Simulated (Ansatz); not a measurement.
**Si₂H₆O: basis-set convergence**

An exercise on one series of results from a longer session: the logs are not shown, and one member is left open.

Program: Ansatz 0.2.0, Gaussian basis. Level of theory: one geometry, several basis sets. These are calculated values, not measurements.

Levels to be run: PBE0-D4/def2-SVP; ωB97M-V/def2-SVP; PBE0-D4/def2-QZVPP; ωB97M-V/def2-QZVPP; CCSD(T)/cc-pV(D+d)Z; CCSD(T)/cc-pV(T+d)Z; CCSD(T)/cc-pV(Q+d)Z; the functionals' def2-TZVPP values are taken from earlier runs.

### The geometry

An earlier PBE0-D4 in a triple-zeta def2 set relaxation fixed the geometry.

SMILES `O[SiH2][SiH3]`, 9 atoms, charge 0, spin multiplicity 1.

Atoms are counted from 1 here; the program's logs count them from 0.

Bond lengths: O1–Si2 1.654 Å, O1–H4 0.958 Å, Si2–Si3 2.348 Å, Si2–H5 1.493 Å, Si2–H6 1.484 Å, Si3–H7 1.489 Å, Si3–H8 1.491 Å, Si3–H9 1.488 Å. Angles: Si2–O1–H4 117.6°, O1–Si2–Si3 112.4°, O1–Si2–H5 111.3°, O1–Si2–H6 105.5°, Si3–Si2–H5 108.5°, Si3–Si2–H6 110.6°, H5–Si2–H6 108.5°, Si2–Si3–H7 110.0°, Si2–Si3–H8 110.1°, Si2–Si3–H9 111.4°, H7–Si3–H8 108.3°, H7–Si3–H9 108.8°, H8–Si3–H9 108.2°.

Set-up of the first run:

Contents of in.yaml:

```yaml
crystal:
  periodic: [false, false, false]
  atoms:
    - {symbol: O, position_ang: [-1.609011, 1.039912, -0.762026]}
    - {symbol: Si, position_ang: [0.004768, 0.933111, -0.415901]}
    - {symbol: Si, position_ang: [0.544166, -1.038426, 0.738615]}
    - {symbol: H, position_ang: [-1.996565, 0.341446, -1.290755]}
    - {symbol: H, position_ang: [0.830649, 0.994491, -1.657769]}
    - {symbol: H, position_ang: [0.311408, 2.125165, 0.412986]}
    - {symbol: H, position_ang: [2.012905, -1.104762, 0.974460]}
    - {symbol: H, position_ang: [0.146239, -2.228223, -0.066242]}
    - {symbol: H, position_ang: [-0.155958, -1.109114, 2.049534]}
basis:
  gaussian: {orbitals: def2-SVP}
hamiltonian: {xc: pbe0, dispersion: d4}
output: {orbitals: {seedname: orbitals}}
```

The run is started by

```sh
> ansatz run in.yaml --threads 2 --pin off --events-out ev --progress --plain --max-ram 22528MiB --backend cpu
```

Steps of the session up to this table: PBE0-D4 in def2-SVP; ωB97M-V in def2-SVP; PBE0-D4 in def2-QZVPP; ωB97M-V in def2-QZVPP.

One of the session's tables, all rows but one given; the rest of the session is left out.

```
functional       basis  HOMO (eV)
   PBE0-D4    def2-SVP      -7.80
   PBE0-D4  def2-TZVPP      -7.86
   PBE0-D4  def2-QZVPP      -7.88
   ωB97M-V    def2-SVP      -9.85
   ωB97M-V  def2-TZVPP      -9.94
   ωB97M-V  def2-QZVPP          ?
```

Q: Estimate the row for ωB97M-V, def2-QZVPP from the others.

The run gave: HOMO (eV): -9.96. In the column «HOMO (eV)» it is the lowest.
